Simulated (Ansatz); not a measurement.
Calculated with Ansatz (gas phase, PBE0-D4/def2-TZVP geometries, no zero-point term in ΔE). CCSD(T)/CBS is the MP2 limit (def2-TZVPP, def2-QZVPP) plus CCSD(T) − MP2 in def2-TZVPP, frozen cores. This one scheme is used for every species. Each species was taken in one conformer, which may not be the lowest.

Reaction (hydrogenolysis of a C–C bond): `C/C=C(\F)CS` + H₂ → `C=C(F)CS` + CH₄

```csv
species,HF/CBS(def2) energy (Eh)
`C/C=C(\F)CS`,-652.63538
H₂,-1.13356
`C=C(F)CS`,-613.58134
CH₄,-40.21695
```

(1) Work out ΔE.

Largest T1 diagnostic among the species: 0.011.

## Answers

(1) ΔE = (-613.58134) + (-40.21695) − (-652.63538) − (-1.13356) = -0.02935 Eh = -18.4 kcal/mol. CCSD(T)/CBS gives -13.8 kcal/mol.

The D4 term adds +1.8 kcal/mol with B3LYP and +1.0 kcal/mol with PBE0; it sums over pairs of atoms, weighted by their polarisabilities, and B3LYP, whose exchange is more repulsive, gets the larger term. In def2-TZVPP, CCSD(T) changes the Hartree–Fock value by +4.4 kcal/mol (the triples alone add +0.9 kcal/mol) and MP2 by +5.3 kcal/mol.

B3LYP here is the variant with VWN-RPA as its local correlation; programs differ in this.
